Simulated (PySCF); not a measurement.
Geometry:
```
atom   x (Å)   y (Å)   z (Å)
  C1   2.812   1.152   1.349
  C2   2.361   0.404   0.454
  C3   1.739  -0.431  -0.575
  C4   0.227  -0.620  -0.369
  C5  -0.533   0.698  -0.360
  C6  -2.008   0.560  -0.019
  H7   1.886  -0.002  -1.592
  H8   2.201  -1.440  -0.628
  H9   0.074  -1.123   0.603
 H10  -0.188  -1.292  -1.148
 H11  -0.422   1.186  -1.347
 H12  -0.017   1.353   0.364
 H13  -2.524   1.535  -0.022
 H14  -2.536  -0.097  -0.732
 H15  -2.140   0.121   0.985
```

Total charge -1.

Geometry: PBE0-D3(BJ)/def2-SVP; GIAO shifts from PySCF 2.14.0 with density-fitted response routines, gas phase, non-relativistic, averaged over equivalent atoms.

At PBE0/pcSseg-1 (147 basis functions, 20 s wall time on 1 thread of an Arm Neoverse N1, shared host):
| atoms | δ (ppm) |
| --- | --- |
| C1 | 182.9 |
| C2 | 98.2 |
| C4 | 41.6 |
| C3 | 26.2 |
| C5 | 24.4 |
| C6 | 18.2 |
| H7/H8 | 2.25 |
| H11/H12 | 1.95 |
| H9/H10 | 0.82 |
| H13/H14/H15 | 0.76 |

Chemical shifts δ = σref − σ; ¹³C (184.41 ppm), ¹H (31.27 ppm) vs TMS, all at this level.

Estimate the result of repeating the calculation with B97-2/pcSseg-1.

Answers


```tsv
atoms	δ at B97-2/pcSseg-1	change
C1	176.7	-6.2
C2	94.9	-3.3
C4	41.4	-0.2
C3	26.3	+0.1
C5	24.7	+0.3
C6	18.7	+0.5
H7/H8	2.27	+0.02
H11/H12	1.97	+0.02
H9/H10	0.83	+0.01
H13/H14/H15	0.77	+0.01
```

δ = σ(ref) − σ, references computed at the same level: ¹³C (σ = 183.69 ppm), ¹H (σ = 31.38 ppm) vs TMS.

The largest change is at C1 (carbanion centre). Cost: 147 basis functions, 12 s wall time on 1 thread of an Arm Neoverse V1, shared host. The order of the carbon signals is the same at both levels.
